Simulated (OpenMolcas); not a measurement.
# CH3F (fluoromethane) at 6 levels

Aim: a comparison of 6 runs (B3LYP/6-31G*, BHLYP/def2-TZVPP, BLYP/def2-TZVPP, M06-L/def2-TZVPP, MP2/def2-TZVPP, CCSD(T)/def2-TZVPP) of CH3F (fluoromethane). 

The calculation is run with OpenMolcas 26.06.

1 further run of the same task is left out (set aside as unsound or not needed).

## 1. The system as given

The species is CH3F (5 atoms), meant as a singlet with charge 0. As SMILES, `CF`. The C1–H4 distance was set to 1.420 Å, away from the relaxed value.

Bond lengths: C1–F2 1.376 Å, C1–H3 1.092 Å, C1–H5 1.092 Å. Angles: F2–C1–H3 109.1°, F2–C1–H5 109.1°, H3–C1–H5 109.9°. A long bond or contact: C1–H4 1.420 Å.

## 2. The energy at B3LYP/6-31G(d) (spherical functions) (run 1)

mol.xyz reads:

```xyz
5

C     -0.034471    -0.196017     0.241726
F      1.110329    -0.939417     0.065326
H     -0.902471    -0.855817     0.175926
H     -0.104800     0.796000    -0.772000
H     -0.003571     0.279583     1.224626
```

calc.inp reads:

```
* CH3F Kohn-Sham DFT
>>> EXPORT MOLCAS_PRINT=2

&GATEWAY
  BasLib=$CurrDir
  Coord=mol.xyz
  Basis=6-31Gs
  Group=NoSym

&SEWARD
  GridInput
  Grid=UltraFine
  End of Grid

&SCF
  KSDFT=B3LYP
  Thresholds=1e-10 1e-07 1e-07 1e-05
  PrOrbitals=1 2
```

The basis set 6-31G* is read from a file made from the Basis Set Exchange's data (not shown).

Started as:

```bash
$ export MOLCAS_MEM=1860
$ pymolcas calc.inp > calc.log
```

Output:

```text
--- Start Module: gateway ---
[...]
--- Stop Module: gateway /rc=_RC_ALL_IS_WELL_ ---
--- Start Module: seward ---
[...]
      Basis functions           34
--- Stop Module: seward /rc=_RC_ALL_IS_WELL_ ---
--- Start Module: scf ---
[...]
       Convergence after  11 Iterations
[...]
::    Total KS-DFT energy                            -139.6963293045
[...]
      Total spin, S                                     0.0000000000
[...]
      Total electronic charge=   18.000000
      Total            charge=   -0.000000
[...]
      Dipole Moment (debye):
      Origin of the operator (angstrom)=    0.5779   -0.5872    0.1404
                   X= -1.3365E+00               Y=  6.0597E-01               Z=  4.8941E-01           Total=  1.5469E+00
      Quadrupole Moment (debye*angstrom):
[...]
--- Stop Module: scf /rc=_RC_ALL_IS_WELL_ ---
[...]
```

It took 6.3 s on 1 thread of Arm Neoverse V1, shared host; peak memory 0.37 GiB.

## 3. The energy at BHLYP/def2-TZVPP (run 2)

mol.inp reads:

```
&gateway
  baslib=$CurrDir
  coord
  5
  angstrom
  C       -0.034471      -0.196017       0.241726
  F        1.110329      -0.939417       0.065326
  H       -0.902471      -0.855817       0.175926
  H       -0.104800       0.796000      -0.772000
  H       -0.003571       0.279583       1.224626
  basis=def2-TZVPP
  group=NoSym

&seward
  gridinput
  Grid=UltraFine
  End of Grid

&scf
  ksdft=HYB_GGA_XC_BHANDHLYP
  thresholds=1e-10 1e-07 1e-07 1e-05
  prorbitals=1
```

The basis set def2-TZVPP is read from a file made from the Basis Set Exchange's data (not shown).

Started as:

```bash
$ export MOLCAS_MEM=1860
$ pymolcas mol.inp > mol.log
```

Output:

```text
--- Start Module: gateway ---
[...]
--- Stop Module: gateway /rc=_RC_ALL_IS_WELL_ ---
--- Start Module: seward ---
[...]
      Basis functions          104
--- Stop Module: seward /rc=_RC_ALL_IS_WELL_ ---
[...]
--- Start Module: scf ---
[...]
       Convergence after  11 Iterations
[...]
::    Total KS-DFT energy                            -139.6981807856
[...]
      Total spin, S                                     0.0000000000
[...]
      Total electronic charge=   18.000000
      Total            charge=   -0.000000
[...]
      Dipole Moment (debye):
      Origin of the operator (angstrom)=    0.5779   -0.5872    0.1404
                   X= -1.5205E+00               Y=  7.7069E-01               Z=  4.6884E-01           Total=  1.7680E+00
      Quadrupole Moment (debye*angstrom):
[...]
--- Stop Module: scf /rc=_RC_ALL_IS_WELL_ ---
[...]
```

Run time: 24 s. Hardware: 1 thread of Arm Neoverse V1, shared host; peak memory 0.59 GiB.

Run 3 isn't shown in full; the table further down has it.

## 4. The energy at M06-L/def2-TZVPP (run 4)

job.inp reads:

```
>>> EXPORT MOLCAS_PRINT=2

&GATEWAY
 BasLib=$CurrDir
 Coord
 5
 angstrom
 C       -0.034471      -0.196017       0.241726
 F        1.110329      -0.939417       0.065326
 H       -0.902471      -0.855817       0.175926
 H       -0.104800       0.796000      -0.772000
 H       -0.003571       0.279583       1.224626
 Basis=def2-TZVPP
 Group=NoSym

&SEWARD
 GridInput
 Grid=UltraFine
 End of Grid

&SCF
 KSDFT=M06L
 Thresholds=1e-10 1e-07 1e-07 1e-05
 PrOrbitals=1 1
```

The basis set def2-TZVPP is read from a file made from the Basis Set Exchange's data (not shown).

Started as:

```bash
$ export MOLCAS_MEM=1860
$ pymolcas job.inp > job.log
```

Output:

```text
--- Start Module: gateway ---
[...]
--- Stop Module: gateway /rc=_RC_ALL_IS_WELL_ ---
--- Start Module: seward ---
[...]
      Basis functions          104
--- Stop Module: seward /rc=_RC_ALL_IS_WELL_ ---
[...]
--- Start Module: scf ---
[...]
       Convergence after  13 Iterations
[...]
::    Total KS-DFT energy                            -139.7412560990
[...]
      Total spin, S                                     0.0000000000
[...]
      Total electronic charge=   18.000000
      Total            charge=   -0.000000
[...]
      Dipole Moment (debye):
      Origin of the operator (angstrom)=    0.5779   -0.5872    0.1404
                   X= -1.2961E+00               Y=  6.4222E-01               Z=  4.1555E-01           Total=  1.5050E+00
      Quadrupole Moment (debye*angstrom):
[...]
--- Stop Module: scf /rc=_RC_ALL_IS_WELL_ ---
[...]
```

Wall time 38 s (1 thread of Arm Neoverse V1, shared host); peak memory 0.59 GiB.

Run 5 isn't shown in full; the table further down has it.

## 5. A single-point energy at CCSD(T)/def2-TZVPP (Cholesky decomposition) (run 6)

struct.xyz reads:

```xyz
5

C     -0.034471    -0.196017     0.241726
F      1.110329    -0.939417     0.065326
H     -0.902471    -0.855817     0.175926
H     -0.104800     0.796000    -0.772000
H     -0.003571     0.279583     1.224626
```

test.input reads:

```
&gateway
  baslib = $CurrDir
  coord = struct.xyz
  basis = def2-TZVPP
  group = NoSym

&seward
  high

&scf
  thresholds = 1e-10 1e-07 1e-07 1e-05
  prorbitals = 1 2

&chcc
  frozen = 2
  threshold = 1e-08
  maxiterations = 80

&cht3
  frozen = 2
```

The basis set def2-TZVPP is read from a file made from the Basis Set Exchange's data (not shown).

Started as:

```bash
$ export MOLCAS_MEM=1860
$ pymolcas test.input > test.log
```

Output:

```text
--- Start Module: gateway ---
[...]
--- Stop Module: gateway /rc=_RC_ALL_IS_WELL_ ---
[...]
      Basis functions          104
[...]
       Convergence after  12 Iterations
[...]
::    Total SCF energy                               -139.0586368751
[...]
      Total spin, S                                     0.0000000000
[...]
      Total electronic charge=   18.000000
      Total            charge=   -0.000000
[...]
      Dipole Moment (debye):
      Origin of the operator (angstrom)=    0.5779   -0.5872    0.1404
                   X= -1.6156E+00               Y=  8.0086E-01               Z=  5.1766E-01           Total=  1.8760E+00
      Quadrupole Moment (debye*angstrom):
[...]
--- Start Module: chcc ---
[...]
--- Stop Module: chcc /rc=_RC_ALL_IS_WELL_ ---
[...]
--- Start Module: cht3 ---
[...]
--- Stop Module: cht3 /rc=_RC_ALL_IS_WELL_ ---
[...]
```

Run time: 3.2 min. Hardware: 1 thread of Arm Neoverse V1, shared host; peak memory 0.21 GiB.

## 6. The series

| run | level | integration grid | frozen core orbitals | energy (Eh) | dipole moment (D) of the reference | HOMO energy (eV) | LUMO energy (eV) | wall time |
| --- | --- | --- | --- | --- | --- | --- | --- | --- |
| 1 | B3LYP/6-31G* (spherical functions) | UltraFine | – | -139.696329 | 1.55 | -8.63 | 1.27 | 6.3 s |
| 2 | BHLYP/def2-TZVPP | UltraFine | – | -139.698181 | 1.77 | -10.74 | 1.48 | 24 s |
| 3 | BLYP/def2-TZVPP | UltraFine | – | -139.738733 | 1.53 | -7.61 | -0.25 | 28 s |
| 4 | M06-L/def2-TZVPP | UltraFine | – | -139.741256 | 1.50 | -7.95 | 0.28 | 38 s |
| 5 | MP2/def2-TZVPP | – | 2 | -139.494722 | 1.88 | -12.96 | 3.68 | 9.9 s |
| 6 | CCSD(T)/def2-TZVPP (Cholesky decomposition) | – | 2 | -139.526913 | 1.88 | -12.96 | 3.68 | 3.2 min |

## 7. What came out

| quantity | value |
| --- | --- |
| run 6: total energy | -139.52691 Eh |
| run 6: dipole moment (mean-field density) | 1.88 D |
| run 6: HOMO energy (Hartree–Fock orbitals) | -12.96 eV |
| run 6: LUMO energy (Hartree–Fock orbitals) | 3.68 eV |
| run 6: HOMO–LUMO gap (Hartree–Fock orbitals) | 16.63 eV |
| run 6: correlation energy (2 core orbitals frozen) | -468.3 mEh |
| run 6: (T) correction | -13.99 mEh |

In words: Over runs 1, 2, 3, 4 the dipole moment (its size) runs from 1.50 D (M06-L/def2-TZVPP) to 1.77 D (BHLYP/def2-TZVPP). Over runs 1, 2, 3, 4 the HOMO–LUMO gap runs from 7.36 eV (BLYP/def2-TZVPP) to 12.22 eV (BHLYP/def2-TZVPP). Totals of different functionals can't be ranked against each other. All runs together took 5 min, the longest 3.2 min.
